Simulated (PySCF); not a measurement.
**Mg: ionisation energy**

Mg [Ne] 3s2 (1S) → Mg⁺ [Ne] 3s1 (2S), as a difference of total energies. Calculation: PySCF 2.14, in aug-cc-pCVTZ-DK (8s7p5d3f, 75 functions); scalar relativity by spin-free X2C-1e. Correlated levels: valence: [Ne] frozen; valence and next inner shell: 1s2 frozen; nothing frozen. The calculations carry no spin-orbit coupling.

```
                                method  ionisation energy (eV)
                                   UHF                   6.616
                                   LDA                   7.730
                                   PBE                   7.622
                                  PBE0                   7.551
                                r2SCAN                   7.382
                               LC-wPBE                   7.474
                                   M06                   7.567
                               r2SCANh                   7.389
                             CAM-B3LYP                   7.712
                         MP2 (valence)                   7.264
                     SCS-MP2 (valence)                   7.394
    MP2 (valence and next inner shell)                   7.381
SCS-MP2 (valence and next inner shell)                   7.484
                   MP2 (all electrons)                   7.380
               SCS-MP2 (all electrons)                   7.483
```

Errors of the correlated levels include the incompleteness of this basis and the frozen core.

MP2 underrates the near-degeneracy of ns² with np² in the lower species.

Problem. Which method comes closest to the reference value, and which is furthest?

Solution. The reference is 7.646 eV (measured; NIST Atomic Spectra Database, ionization energies). Closest: PBE (error -0.024 eV); furthest: UHF (error -1.030 eV).
